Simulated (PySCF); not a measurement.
Level of theory: PBE0-D3(BJ)/def2-TZVP run with PySCF 2.14.0. All species are isolated molecules in the gas phase. 

Reference species (SMILES): `[CH]F` (excited triplet) (neutral, multiplicity 3).

```
Quantity                         Result
-----------------------------  --------
dipole moment                    1.04 D
highest occupied spin orbital  -6.46 eV
```

Changed species: `[CH2]` (lower triplet) (X = H, multiplicity 3; the reference has X = fluoro, multiplicity 3).

Question: What does the change do to the dipole moment and highest occupied spin orbital?

Answer: the dipole moment drops by 0.40 D, to 0.64 D; the highest occupied spin orbital falls by 0.71 eV, to -7.17 eV.
